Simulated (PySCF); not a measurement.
Working out the ionisation energy of Si

Si [Ne] 3s2 3p2 (3P) → Si⁺ [Ne] 3s2 3p1 (2P). Calculation: PySCF 2.14, in dyall-av2z (13s9p2d, 50 functions); no relativity, point nucleus. Frozen: [Ne]; the 15 highest virtual orbitals dropped. Energies in hartree (1 hartree = 27.21139 eV):

| part | Si (lower) | Si⁺ (upper) |
| --- | --- | --- |
| UHF | -288.850727 | -288.569647 |
| MP2 opposite-spin | -0.039285 | -0.033688 |
| MP2 same-spin | -0.008518 | -0.002394 |

Q: What does Hartree-Fock give?

A: (-288.569647) − (-288.850727) = 0.281080 hartree = 7.649 eV.

Q: What do MP2 and SCS-MP2 (6/5 opposite-spin, 1/3 same-spin) give?

A: The opposite-spin parts differ by 0.152 eV and the same-spin parts by 0.167 eV. MP2: 7.649 + (0.152) + (0.167) = 7.968 eV. SCS-MP2: 7.649 + 1.2 × (0.152) + (0.167)/3 = 7.887 eV.

Measured between the centres of the two terms (NIST): 8.157 eV, so MP2 (valence) is off by -0.189 eV.

A double-zeta basis recovers only part of the correlation energy.

What remains against the reference includes basis incompleteness, the frozen core and correlation beyond second order.
